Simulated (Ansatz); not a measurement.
Reaction (SMILES): ClCCl → [CH2]Cl (CH2-Cl) + Cl atom
B3LYP-D3(BJ)/def2-TZVP geometries, fixed; electronic energies without zero-point terms.

Basis-set convergence of the bond dissociation energy at MP2 with Ansatz (a quantum-chemistry and plane-wave program). Cartesian d functions, on some or all atoms, in 6-31G*, 6-31G**, 6-31+G*, 6-311+G**; all else is spherical. Cores are frozen. Open shells are unrestricted. No added dispersion term, no relativity. Functions are those of the species that has most. Reference: Hartree-Fock in aug-cc-pV(Q+d)Z plus the correlation part extrapolated as X^-3 from aug-cc-pV(T+d)Z and aug-cc-pV(Q+d)Z, 89.24 kcal/mol, itself unsure by roughly 0.35 kcal/mol (a third of the extrapolation step and of the last Hartree-Fock step). Deviations are taken from unrounded values.

```csv
basis,functions,bond dissociation energy (kcal/mol),minus reference (kcal/mol)
6-31G,39,60.55,-28.69
pcseg-0,39,55.31,-33.93
6-31G*,57,78.77,-10.47
def2-SVP,60,77.65,-11.59
pcseg-1,60,77.17,-12.07
6-31G**,63,78.63,-10.61
6-31+G*,69,78.38,-10.86
cc-pV(D+d)Z,70,78.90,-10.34
aug-pcseg-1,95,81.70,-7.54
6-311+G**,96,80.51,-8.73
pcseg-2,126,85.03,-4.21
cc-pV(T+d)Z,136,84.89,-4.35
def2-TZVPP,143,85.16,-4.07
def2-TZVPD,147,85.65,-3.59
"6-311++G(3df,3pd)",169,86.47,-2.77
def2-TZVPPD,173,85.89,-3.35
pcseg-3,254,87.61,-1.63
cc-pV(5+d)Z,401,88.39,-0.85
```
